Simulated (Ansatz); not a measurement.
Energy needed to pull apart AlBH3, doublet, into free ground-state atoms, from the structure below (displaced at random from a GFN2-xTB minimum); no zero-point or spin–orbit terms; open-shell atoms are treated unrestricted, in their ground-state multiplicity.

| atom | x (Å) | y (Å) | z (Å) |
| --- | --- | --- | --- |
| B1 | -0.2479 | -1.0091 | 0.1791 |
| Al2 | 0.3086 | 1.0571 | -0.0357 |
| H3 | -1.2933 | -1.1081 | 0.6738 |
| H4 | 0.3424 | -1.6338 | -0.2397 |
| H5 | 0.8775 | 2.7386 | -0.5855 |

Computed with Ansatz 0.2.0 (basis: def2-TZVPP); correlated methods freeze the cores; orbitals are unrestricted.

```json
{"method": "PBE-D4", "atomization energy (kJ/mol)": "1119"}
{"method": "revPBE-D4", "atomization energy (kJ/mol)": "1101"}
{"method": "BLYP-D4", "atomization energy (kJ/mol)": "?"}
{"method": "r2SCAN-D4", "atomization energy (kJ/mol)": "1131"}
{"method": "PBE0-D4", "atomization energy (kJ/mol)": "1104"}
{"method": "wB97M-V", "atomization energy (kJ/mol)": "?"}
{"method": "HF", "atomization energy (kJ/mol)": "811"}
{"method": "MP2", "atomization energy (kJ/mol)": "1052"}
{"method": "CCSD", "atomization energy (kJ/mol)": "1048"}
{"method": "CCSD(T)", "atomization energy (kJ/mol)": "1062"}
```

Question: What does wB97M-V give? (An estimate is asked for; the value comes from the calculation.)

Answer: By the calculation: 1100 kJ/mol, which is about 37 kJ/mol more than CCSD(T)/def2-TZVPP.

Question: What does BLYP-D4 give? (To be estimated.)

Answer: Computed: 1110 kJ/mol, which is about 48 kJ/mol more than CCSD(T)/def2-TZVPP.

In triple zeta the MP2 and coupled-cluster atomization energies are still short of their basis limit by a few kcal/mol a bond, whereas those of the functionals are nearly converged, so these differences are not deviations from converged CCSD(T).

T1 diagnostic: at most 0.033. ⟨S²⟩ of the unrestricted Hartree–Fock references: 0.78 (a pure state has 0.75).

For scale, one of the runs: CCSD(T)/def2-TZVPP forces, 115 basis functions (an equivalent command: `ansatz run in.yaml --threads 4`). The run took 19 s on 4 CPU threads (shared host), with 1.5 GiB of host memory at its peak.
